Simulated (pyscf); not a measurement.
7 gas-phase steps of one pattern: four-centre exchange on the singlet surface, Ge–O + H–H or H–H + O–Si or H–H + Si–Te or H–H + S–Si broken and Ge–H + H–O or H–O + H–Si or H–S + H–Si or H–Si + H–Te formed. PySCF, gas phase, ωB97X-D3(BJ)/def2-SVP geometries. Electronic energies in kcal/mol, from the separated reactants; ΔE‡ and ΔE at ωB97M-D3(BJ)/def2-TZVP. Rows were drawn at random from the steps of this pattern with a verified saddle, stable references and no exit in the data more than 5 kcal/mol lower.

```json
[
 {"row": "1", "step": "HO–GeH₂–SnH₃ + H₂ -> H₃Ge–SnH₃ + H₂O", "ΔE": "-1.5", "ΔE‡": "43.7"},
 {"row": "2", "step": "H₃Si–Te–SiH₃ + H₂ → SiH₄ + H₃Si–TeH", "ΔE": "+8.4", "ΔE‡": "55.5"},
 {"row": "3", "step": "HO–SiH(OH)–S–SH + H₂ -> HO–SiH₂–OH + HS–SH", "ΔE": "+11.7", "ΔE‡": "48.8"},
 {"row": "4", "step": "HO–SiH₂–Si(SiH₃)(SiH₃)–Cl + H₂ → H₃Si–Si(SiH₃)(SiH₃)–Cl + H₂O", "ΔE": "+14.1", "ΔE‡": "49.9"},
 {"row": "5", "step": "F–SiH₂–O–SiH₂–O–SiH₃ + H₂ → F–SiH₂–O–SiH₃ + HO–SiH₃", "ΔE": "+26.4", "ΔE‡": "57.5"},
 {"row": "6", "step": "HO–SiH(OH)–O–SiH₃ + H₂ -> HO–SiH₂–OH + HO–SiH₃", "ΔE": "+28.2", "ΔE‡": "?"},
 {"row": "7", "step": "H₃C–Si(CH₃)(OH)–O–SiH₂–OH + H₂ -> H₃C–Si(CH₃)(OH)–OH + HO–SiH₃", "ΔE": "+28.7", "ΔE‡": "55.5"}
]
```

Q: Fit ΔE‡ = a + b·ΔE to the other rows and predict row 6.

A: Over the 6 complete rows the means are +14.6 (ΔE) and 51.8 (ΔE‡); least squares gives b = 0.37 and a = 46.4 kcal/mol, with residuals of 2.9 kcal/mol (root mean square; largest 6.0, row 2). For row 6: 46.4 + 0.37 × (+28.2) = 56.8 kcal/mol. The computed barrier is 55.4 kcal/mol, 1.4 under the line. The scatter is large against the spread of the barriers, so the line says little here. Each barrier is that of the saddle found. Elements up to Kr have no core potential and no relativistic terms here. Elements past Kr carry the def2 core potentials, without spin-orbit coupling.
